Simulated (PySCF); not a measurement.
Isomers of C4H5Cl, mass 88.008 u with the commonest isotopes. Level of theory: PySCF 2.14.0, PBE0-D3(BJ)/def2-SVP geometry optimisation, gas phase. One conformer each, none proved a minimum here; rigid rotors.

**Question.** Order these by rotational constant B, largest first.
A. `C[C@H](Cl)C#C` (3-chloro-1-butyne)
B. `CC1=C(Cl)C1`
C. `ClC1=CCC1`

**Answer.** A (2960 MHz), C (2588 MHz), B (2337 MHz).

**Question.** Order these by radius of gyration √(Σ m r²/M), largest first.
A. `ClC1=CCC1`
B. `CC1CC=1Cl`
C. `C[C@H](Cl)C#C` (3-chloro-1-butyne)

**Answer.** B (1.748 Å), C (1.680 Å), A (1.626 Å).

**Question.** Order these by rotational constant C, smallest first.
A. `ClC1=CCC1`
B. `CC1=C(Cl)C1`
C. 3-chloro-1-butyne, `C([C@@H](Cl)C)#C`

**Answer.** B (1902 MHz), C (2099 MHz), A (2203 MHz).

```
       SMILES  point group  Ia (u·Å²)  Ib (u·Å²)  Ic (u·Å²)      κ  μa (D)  μb (D)  μc (D)
C#C[C@H](C)Cl           C1      85.28     170.71     240.79  -0.55    1.14    1.37    0.46
  CC1=C(Cl)C1      near Cs      56.01     216.26     265.69  -0.88    1.55    0.44    0.03
    ClC1=CCC1           Cs      40.67     195.27     229.46  -0.92    1.50    0.14    0.00
```
